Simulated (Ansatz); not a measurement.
System: cubic perovskite CsSnBr3. Method: rVV10 (Ansatz, a program for electronic structure, PAW).

Output (set-up and result lines):

```
Crystal: 5 atoms, lattice volume = 191.348 Å³
Basis set: ecut = 520 eV, 5137 PW (Γ), exchange–correlation on 90×90×90 points (8 copies of the dense FFT grid, shifted against one another)
Bands: 27, of which v1, the nominal top of the filled ones, is band 22 counted from 1 (21 counted from 0)
Symmetry: 48 space group operations
Space group: Pm-3m (ITA 221), of the structure as read, at distance tolerance 5.8e-5 Å
k-points: 20 of 216
Functional: x = rpw86, c = pbe(β = 0.06672455060314922) + rvv10(b = 6.3, C = 0.0093)
SCF iter   1: F=—  HF=-20237.930996 eV  |F-HF|=—  |Δ(HF+E_count)|=         —  Δρ=3.37e-3  dr2=3.73e-2
SCF iter   2: F=—  HF=-20237.922171 eV  |F-HF|=—  |Δ(HF+E_count)|=   8.82e-3  Δρ=1.93e-3  dr2=1.43e-2
  ...
SCF iter   8: F=—  HF=-20237.917361 eV  |F-HF|=—  |Δ(HF+E_count)|=   5.68e-8  Δρ=9.13e-7  dr2=2.10e-9
SCF iter   9: F=-20237.917361 eV  HF=-20237.917361 eV  |F-HF|=2.18e-11  |Δ(HF+E_count)|=  2.18e-11  Δρ=1.07e-7  dr2=4.31e-11
SCF 1 converged in 9 iterations: F = -20237.917361 eV  dr2 = 4.31e-11
SCF converged after 9 iterations
Free energy (F): -20237.917361 eV
Internal energy: -20237.917361 eV  (E = F + TS)
E sigma→0 (E₀):  -20237.917361 eV
Fermi energy:    5.209657 eV
--- Stress (GPa, compression-positive) ---
        1.011078       0.000000       0.000000
        0.000000       1.011078       0.000000
        0.000000       0.000000       1.011078
  P = ⅓ Tr σ = 1.0111 GPa (10.111 kbar)
```

Task: Write an input file that could have produced this run (the log leaves some choices open).

Result: One answer among several that fit: 
Ansatz 0.2 input:
```yaml
crystal:
  lattice:
    - [5.7624651398, 0.0, 0.0]
    - [0.0, 5.7624651398, 0.0]
    - [0.0, 0.0, 5.7624651398]
  atoms:
    - { symbol: Cs, position: [0.0, 0.0, 0.0] }
    - { symbol: Sn, position: [0.5, 0.5, 0.5] }
    - { symbol: Br, position: [0.5, 0.0, 0.5] }
    - { symbol: Br, position: [0.0, 0.5, 0.5] }
    - { symbol: Br, position: [0.5, 0.5, 0.0] }
basis:
  ecutwfc: 520
  ecutrho_ratio: 4
  xc_grid: 2
kpoints:
  mp_grid: { grid: [6, 6, 6] }
hamiltonian:
  xc: { exchange: rpw86, correlation: pbe }
  dispersion: rvv10
  pseudopotentials: { kind: paw }
scf:
  occupations: { method: fermi_dirac, width: 0.01 }
  convergence: { dr2_threshold: 0.0000000005 }
output:
  forces: true
  stress: true
  eigenvalues: true
```

The cell is one volume of an energy–volume scan, off the minimum.

The PAW data were made under PBE.

Computing time: very roughly 19 core-seconds.
